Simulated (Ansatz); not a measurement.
**Energy profile**

The step: CH₄O ([CH3][OH]) + SiH₃ → CH₃O ([CH3][O]) + SiH₄; bonds formed: H1–Si4; bonds broken: H1–O2 (atoms numbered as in the saddle structure below).

H1  (0.356, -0.665, 0.038)
O2  (1.428, 0.303, -0.186)
C3  (0.851, 1.552, -0.294)
Si4  (-0.917, -1.543, 0.299)
H5  (1.689, 2.245, -0.465)
H6  (0.344, 1.880, 0.623)
H7  (0.174, 1.648, -1.153)
H8  (-1.662, -0.967, 1.448)
H9  (-0.491, -2.931, 0.606)
H10  (-1.771, -1.523, -0.917)
(Å)

Electronic energies by CCSD(T) at an estimated basis limit (MP2 extrapolated from triple and quadruple zeta, plus CCSD(T) − MP2 in triple zeta), on PBE0-D4/def2-TZVP structures; CH7OSi, doublet; no counterpoise correction; spin–orbit coupling, which lowers free halogen atoms and radicals such as OH and SH, is left out. Computed with Ansatz 0.2.0 (basis: def2-TZVPP and def2-QZVPP); correlated methods freeze the cores; orbitals are unrestricted. Extrapolation: Hartree–Fock as exp(−7.88 √X), correlation as X^−2.97.

(1) Give the profile in eV, counted from the separated reactants. (An estimate is asked for; the value comes from the calculation.)

No T1 diagnostic of these runs exceeds 0.022. ⟨S²⟩ of the unrestricted Hartree–Fock references: 0.75 to 0.77 (a pure state has 0.75).

Answers

(1) By the calculation:
```json
{"point": "separated: CH4O (linked as [CH3][OH]; H1, O2, C3, H5, H6, H7; singlet) + SiH3 (Si4, H8, H9, H10; doublet)", "eV": "0.000"}
{"point": "start structure", "eV": "-0.088"}
{"point": "saddle", "eV": "0.987"}
{"point": "end structure", "eV": "0.644"}
{"point": "separated: SiH4 (H1, Si4, H8, H9, H10; singlet) + CH3O (linked as [CH3][O]; O2, C3, H5, H6, H7; doublet)", "eV": "0.734"}
```

Radical steps of this kind take place in plasma deposition and etching.

For scale, one of the runs: CCSD(T)/def2-TZVPP, 202 basis functions (an equivalent command: `ansatz run in.yaml --threads 4`). Hardware: 4 CPU threads, shared host. Wall time 100 s; peak host memory 6.5 GiB.
